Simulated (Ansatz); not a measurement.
For zinc-blende ZnS, r²SCAN (Ansatz, a quantum-chemistry and plane-wave program, PAW) gives:

| Quantity | Value |
|---|---|
| equilibrium lattice constant a | 5.389 Å |
| bulk modulus | 78.6 GPa |
| cohesive energy | 3.20 eV/atom |
| band gap at the measured cell | 2.65 eV |
| elastic constant C11 | 108 GPa |
| elastic constant C44 | 50.1 GPa |
| Voigt–Reuss–Hill shear modulus | 35.8 GPa |

Problem. What does PBE0 (PAW; Ansatz) give for the same quantities?

Solution. 
- lattice constant a: 5.420 Å (increases by 0.6 %)
- bulk modulus: 76.1 GPa (decreases by 3.2 %)
- cohesive energy: 2.98 eV/atom (falls by 0.22 eV/atom)
- band gap at the measured cell: 3.98 eV (goes up by 1.33 eV)
- elastic constant C11: 105 GPa (shrinks by 2.8 %)
- elastic constant C44: 48.4 GPa (shrinks by 3.4 %)
- Voigt–Reuss–Hill shear modulus: 34.9 GPa (drops by 2.5 %)

For comparison: lattice constant a 5.41 Å (measured, room temperature, no zero-point or thermal correction; as tabulated in Albrecht et al. (1997), arXiv:cond-mat/9706128); bulk modulus 77.1 GPa (measured, temperature not stated, no zero-point or thermal correction, sources range from 74.5 to 77.1; as tabulated in Toher et al. (2017), arXiv:1611.05714); cohesive energy 3.21 eV/atom (measured, zero-point energy (9/8 kB θD) added and atomic spin-orbit splittings removed, spin-orbit-averaged atoms; as tabulated in Albrecht et al. (1997), arXiv:cond-mat/9706128); band gap 3.94 eV (measured, zero-point renormalisation of 0.1 eV added back (the table's ZPR column); as tabulated in Chen et al. (2018), doi:10.1103/physrevmaterials.2.073803); elastic constant C11 98.1 GPa (measured, temperature not stated, no zero-point or thermal correction, sources range from 98.1 to 104; as tabulated in Oses et al. (2018), arXiv:1811.08464); elastic constant C44 44.8 GPa (measured, temperature not stated, not corrected to a static lattice, sources range from 44.8 to 46.2; as tabulated in Oses et al. (2018), arXiv:1811.08464).

Changes are worked out from the printed values.

Unless a cell is named, each level is at its own relaxed cell (r²SCAN 19.56, PBE0 19.90 Å³/atom).

Density-functional gaps are differences of (generalised) Kohn–Sham levels.

Ansatz's density-functional and Hartree–Fock values are scalar-relativistic unless marked +SOC, with PAW data made under PBE.
